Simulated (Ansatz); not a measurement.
Ca3F: from a trial structure to a relaxed crystal

Method: Ansatz 0.2.0, DFT PBE, scalar-relativistic, plane waves, PAW. Cutoff 420 eV, Γ-centred k mesh, Gaussian smearing, no spin polarisation in the final step.

Ca3F was placed on the sites of a reported Cu3Pd cell (P4/mmm, No. 123), with F in place of Pd, Ca in place of Cu, at a guessed volume.

```xyz
4
Lattice="4.5145 0.0000 0.0000 0.0000 4.5145 0.0000 0.0000 0.0000 4.4681" Properties=species:S:1:pos:R:3 pbc="T T T"
Ca    0.0000    2.2572    2.2340
Ca    2.2572    0.0000    2.2340
Ca    2.2572    2.2572    0.0000
F     0.0000    0.0000    0.0000
```

Cell and atoms relax at zero pressure; the relaxation can't lower the symmetry of the start. After a coarse first stage the cell is made exact in the group found at 0.06 Å.

Energies over the elements count from the elements' standard structures at the same level (F₂ as a molecule), with no empirical corrections.

Problem. What does it relax into?

Solution. It keeps P4/mmm (No. 123), but not the shape of the type it started on. Conventional cell: a = 5.962 Å, c = 3.918 Å. Around Ca on Wyckoff site e (2 atoms of the primitive cell) lie 4 Ca at 3.57 Å, 4 F at 3.57 Å, 2 Ca at 3.92 Å and 4 Ca at 4.22 Å; Ca on Wyckoff site c (1 atom of the primitive cell) has 8 Ca at 3.57 Å, 2 Ca at 3.92 Å and 4 F at 4.22 Å; F is coordinated by 8 Ca at 3.57 Å, 2 F at 3.92 Å and 4 Ca at 4.22 Å.

```
Ca F
1.0
     5.96207    0.00000    0.00000
     0.00000    5.96207    0.00000
     0.00000    0.00000    3.91840
Ca F
3 1
Direct
  0.00000 0.50000 0.50000
  0.50000 0.00000 0.50000
  0.50000 0.50000 0.00000
  0.00000 0.00000 0.00000
```

Problem. What are its volume, energy, density and gap?

Solution. The volume per atom is 34.82 Å³ and the density is 1.66 g/cm³. The energy over the elements is -0.57 eV/atom. The gap on the 8×8×12 mesh is 0 eV (a metal).

The final run used a 8×8×12 mesh on its 4-atom cell and 0.10 eV smearing. For metals, differences of a few meV/atom aren't resolved. Symmetry constrained the relaxation, so the result can be a saddle point. The steps took about 2 core-minutes in all.